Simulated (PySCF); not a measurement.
## Which functional comes closest?

Molecule: `C=CC(C)(C)C`, C$_{6}$H$_{12}$.

Atom-mapped SMILES (the numbers label the heavy atoms): `[CH2:1]=[CH:2][C:3]([CH3:4])([CH3:5])[CH3:6]`. Hydrogens are named by the atom that carries them. Ha(C1) is cis to C3; Hb(C1) is trans to C3.

Geometry PBE0-D3(BJ)/def2-SVP throughout; GIAO in PySCF, gas phase, one conformer, non-relativistic; equivalent atoms averaged; basis pcSseg-1.

Reference values (estimated from measurements, as parent shift plus tabulated substituent increments; solution, not stated per compound (mostly CDCl3 or CCl4); Pretsch, Buehlmann, Badertscher, Structure Determination of Organic Compounds, 4th ed. (2009)): δ(C2) = 149.3 ppm, δ(C1) = 108.5 ppm. Computed shifts are taken against TMS, calculated as an isolated molecule at each level.

How do the functionals HF, LDA, PBE, BLYP, BP86, OPBE, KT2, KT3, B97-D, B3LYP, PBE0, mPW1PW91, WP04, B97-2, BHandHLYP, CAM-B3LYP, wB97X-D, LC-wPBE perform against the reference? Times are CPU seconds on shared hosts with different chips, so compare them loosely; the GGAs took longer than the global hybrids here, which isn't the general rule, and the cause wasn't traced.

## Answers


```csv
functional,kind,C2,C1,mean abs. error C,core-s
HF,Hartree–Fock,158.4,116.6,8.6,16
LDA,LDA,166.3,119.6,14.0,26
PBE,GGA,158.2,114.1,7.2,26
BLYP,GGA,159.3,113.4,7.5,25
BP86,GGA,158.3,114.0,7.2,27
OPBE,GGA,149.9,110.2,1.1,25
KT2,GGA,148.9,106.9,1.0,31
KT3,GGA,145.8,105.4,3.3,31
B97-D,GGA,152.9,110.0,2.5,31
B3LYP,global hybrid,160.5,115.7,9.2,21
PBE0,global hybrid,159.3,116.5,9.0,20
mPW1PW91,global hybrid,159.1,116.5,8.9,21
WP04,global hybrid,156.4,115.4,7.0,18
B97-2,global hybrid,155.5,113.5,5.6,17
BHandHLYP,global hybrid,161.0,117.4,10.3,17
CAM-B3LYP,range-separated hybrid,163.1,118.5,11.9,23
wB97X-D,range-separated hybrid,160.0,117.3,9.7,22
LC-wPBE,range-separated hybrid,162.8,121.6,13.3,32
```

For 13C the closest is KT2 (1.0 ppm, with OPBE practically level) and the furthest LDA (14.0 ppm). One molecule is a small sample, and vibrational and solvent effects are absent from the calculation.
